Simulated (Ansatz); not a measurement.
Task: the energy of protonation at one site of H₄NP, SMILES NP, with the Ansatz DFT code, driven from Python. Give the script and its output. Settings (for the species named): B3LYP, cc-pVDZ basis, multiplicity 1, D4 dispersion.

```xyz
6

N     0.3000   -0.8185    0.0926
P    -0.5752    0.7010   -0.1062
H     0.0295   -1.4049   -0.7109
H     0.0170   -1.2588    0.9141
H     0.2131    1.2591   -1.1631
H     0.0576    1.4581    0.9273
```

Script `pa_h4np.py`:
```python
# -*- coding: utf-8 -*-
"""Adding a proton to H4NP."""

import ansatz as az
import numpy as np

GEOMETRY = """
N     0.30000   -0.81850    0.09260
P    -0.57520    0.70100   -0.10620
H     0.02950   -1.40490   -0.71090
H     0.01700   -1.25880    0.91410
H     0.21310    1.25910   -1.16310
H     0.05760    1.45810    0.92730
"""

h4np = az.Crystal.molecule()
for line in GEOMETRY.strip().splitlines():
    symbol, *xyz = line.split()
    h4np = h4np.atom(symbol, [float(v) for v in xyz])

setup = (
    h4np.calculation()
    .basis(gaussian="cc-pVDZ")
    .functional("b3lyp", dispersion="d4")
)
symbols = [site.symbol for site in h4np.cartesian_sites]
start = np.array([site.position_ang for site in h4np.cartesian_sites], dtype=float)
summary = setup.relax(force_tolerance=0.01).run(threads=1, backend="cpu").report
end = np.array(summary["positions_ang"])

# put the proton on the side away from the neighbours, slightly off axis
away = sum((end[1] - end[j]) / np.linalg.norm(end[1] - end[j]) for j in [0, 4, 5]) + np.array([0.15, 0.1, -0.2])
proton = end[1] + 1.4 * away / np.linalg.norm(away)
acid = az.Crystal.molecule()
for symbol, place in zip(symbols, end):
    acid = acid.atom(symbol, place.tolist())
acid = acid.atom("H", proton.tolist())
protonated = acid.calculation()
protonated = protonated.basis(gaussian="cc-pVDZ").functional("b3lyp", dispersion="d4")
protonated = protonated.charge(1).relax(force_tolerance=0.01, max_steps=80)
after = protonated.run(threads=1, backend="cpu").report
xyz = np.array(after["positions_ang"])
reach = np.linalg.norm(xyz[:-1] - xyz[-1], axis=1)
print(f"base {summary['free_energy_ev']:.5f} eV, protonated {after['free_energy_ev']:.5f} eV")
print(f"the proton ends {reach.min():.3f} A from {symbols[reach.argmin()]}{reach.argmin()}")
print(f"electronic proton affinity {23.060548 * (summary['free_energy_ev'] - after['free_energy_ev']):.1f} kcal/mol")
```

Running `python pa_h4np.py` prints:
```text
base -10844.30958 eV, protonated -10853.30157 eV
the proton ends 1.412 A from P1
electronic proton affinity 207.4 kcal/mol
```

What to keep in mind:
- Total energies depend on the basis set; only differences at equal settings carry meaning.
- The proton is put on one chosen atom, which needn't be the most basic site, so the molecule's proton affinity can be higher; the ends are stationary points, not checked by frequencies, and zero-point and thermal terms count only where printed.
- b3lyp holds the VWN-RPA fit, as in Gaussian; the form of ORCA and Turbomole is b3lyp5.
- The whole script took 36 s on 1 thread of Arm Neoverse V1 (shared host), peak memory 0.18 GiB.
